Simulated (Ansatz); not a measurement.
Mulliken charges of C₃H₄O, SMILES `CC=C=O` from PBE/def2-TZVPP in Ansatz (PBE0-D4/def2-TZVP geometry).

```tsv
atom	x (Å)	y (Å)	z (Å)	charge (e)
C1	-0.516	0.790	-0.190	-0.211
C2	-0.076	-0.571	0.267	-0.193
C3	1.134	-1.035	0.090	0.140
O4	2.208	-1.444	-0.068	-0.116
H5	-1.341	0.717	-0.904	0.095
H6	-0.854	1.398	0.653	0.095
H7	0.299	1.325	-0.680	0.083
H8	-0.763	-1.238	0.775	0.107
```

Problem. By hand: the dipole of these point charges (1 e Å = 4.8032 D).

Solution. Σ q r = (-0.239, 0.145, 0.012) e Å, of length 0.280 e Å = 1.34 D.

Problem. How does the dipole of the full density compare? (An estimate is asked.)

Solution. Ansatz gave: (-0.319, 0.163, 0.029) e Å, 1.73 D; the point charges give 0.77 times that, at 5° from its direction.

Point charges leave out the atoms' own dipoles, such as those of lone pairs, and Mulliken's split depends on the basis, so the two needn't agree.
